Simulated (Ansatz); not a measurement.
# CHOSi (quartet): wave-function methods side by side, def2-TZVPP

An exercise on one series of results from a longer session: the logs are not shown, and one member is left open.

The runs use Ansatz 0.2.0, Gaussian basis; def2-TZVPP, core rule «outside noble gas», up to 7 orbitals frozen.

Plan: UHF; ROHF; CCSD(T) on UHF.

2 further runs of the same task are left out: 2 set aside as unsound or not needed.

## The system

The geometry is a PBE0/def2-TZVP stationary point (not a proven minimum) of the parent state, kept for this charge and spin.

4 atoms, charge 0, spin multiplicity 4.

Atoms are counted from 1 here; the program's logs count them from 0.

Bond lengths: O1–C2 1.331 Å, O1–Si3 1.857 Å, C2–Si3 1.748 Å, C2–H4 1.085 Å. Angles: C2–O1–Si3 64.0°, O1–C2–Si3 72.8°, O1–C2–H4 121.1°, Si3–C2–H4 166.2°, O1–Si3–C2 43.2°.

Set-up of the first run:

in.yaml

```yaml
crystal:
  periodic: [false, false, false]
  atoms:
    - {symbol: O, position_ang: [0.000000, -0.668907, 0.842254]}
    - {symbol: C, position_ang: [0.000000, 0.660489, 0.770206]}
    - {symbol: Si, position_ang: [0.000000, 0.053019, -0.869044]}
    - {symbol: H, position_ang: [0.000000, 1.270023, 1.668016]}
basis:
  gaussian: {orbitals: def2-TZVPP}
magnetization: {spin_polarized: true, initial_magnetization: 3}
hamiltonian: {xc: hf}
output: {orbitals: {seedname: orbitals}}
```

Started as:

```bash
> ansatz run in.yaml --threads 1 --pin off --events-out ev --progress --plain --max-ram 4096MiB --backend cpu
```

Among the steps run: UHF; ROHF; CCSD(T) on UHF.

One of the session's tables, all rows but one given; the rest of the session is left out.

It belongs to the step «Misses and costs». 

```
  method  from UCCSD(T) (meV)
    ROHF             +13535.1
     UHF                    ?
    UMP2              +1146.3
   UCCSD               +625.3
UCCSD(T)                    0
```

**Question.** Estimate the row for UHF.

The run gave: from UCCSD(T) (meV): +13149.6. In the column «from UCCSD(T) (meV)» it lies between UMP2 (+1146.3) and ROHF (+13535.1).
